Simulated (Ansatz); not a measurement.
# C4H7ClO: the cost of one run

Program: Ansatz 0.2.0. Level of theory: RKS PBE/6-31G*. These are calculated values, not measurements.

**1. The structure to begin with**

Bond lengths: C1–C2 1.365 Å, C2–Cl3 1.704 Å, C2–O4 1.344 Å, O4–C5 1.404 Å, C5–C6 1.528 Å, C1–H7 1.033 Å, C1–H8 1.091 Å, C5–H9 1.102 Å, C5–H10 1.135 Å, C6–H11 1.069 Å, C6–H12 1.084 Å, C6–H13 1.098 Å. Angles (14 of 19 angles, heavy atoms first): C1–C2–Cl3 116.0°, C1–C2–O4 123.2°, Cl3–C2–O4 120.8°, C2–O4–C5 119.1°, O4–C5–C6 111.4°, C2–C1–H7 123.8°, C2–C1–H8 114.5°, O4–C5–H9 110.3°, O4–C5–H10 111.6°, C6–C5–H9 108.8°, C6–C5–H10 108.3°, C5–C6–H11 110.0°, C5–C6–H12 109.0°, C5–C6–H13 114.5°.

As a file:

```xyz
13

C     0.6550   -2.5610   -0.4163
C     0.8269   -1.2653   -0.0241
Cl    2.2026   -0.9514    0.9313
O     0.0243   -0.2635   -0.4237
C    -0.0130    0.9221    0.3280
C    -1.1574    1.8301   -0.1208
H     1.2941   -3.3303   -0.1559
H    -0.2159   -2.7296   -1.0522
H     0.9373    1.4705    0.2247
H    -0.1400    0.7101    1.4355
H    -1.0723    2.0376   -1.1663
H    -2.0987    1.3144    0.0327
H    -1.2224    2.7817    0.4221
```

**2. Relaxing end A**

input.yaml

```yaml
crystal:
  periodic: [false, false, false]
  atoms:
    - { symbol: C, position_ang: [0.655, -2.561, -0.4163] }
    - { symbol: C, position_ang: [0.8269, -1.2653, -0.0241] }
    - { symbol: Cl, position_ang: [2.2026, -0.9514, 0.9313] }
    - { symbol: O, position_ang: [0.0243, -0.2635, -0.4237] }
    - { symbol: C, position_ang: [-0.013, 0.9221, 0.328] }
    - { symbol: C, position_ang: [-1.1574, 1.8301, -0.1208] }
    - { symbol: H, position_ang: [1.2941, -3.3303, -0.1559] }
    - { symbol: H, position_ang: [-0.2159, -2.7296, -1.0522] }
    - { symbol: H, position_ang: [0.9373, 1.4705, 0.2247] }
    - { symbol: H, position_ang: [-0.14, 0.7101, 1.4355] }
    - { symbol: H, position_ang: [-1.0723, 2.0376, -1.1663] }
    - { symbol: H, position_ang: [-2.0987, 1.3144, 0.0327] }
    - { symbol: H, position_ang: [-1.2224, 2.7817, 0.4221] }
basis:
  gaussian: { orbitals: "6-31G*" }
hamiltonian:
  xc: pbe
relax:
  f_tol: 0.02
  max_steps: 50
```

The run is started by

```
$ ansatz run input.yaml --threads 2 --pin off --max-ram 3072MiB --backend cpu --events-out ev --progress --plain --runs-dir out
```

What time and memory should one allow on 2 threads of Arm Neoverse V2, shared host?

About 35 s, with a peak of 0.15 GiB.
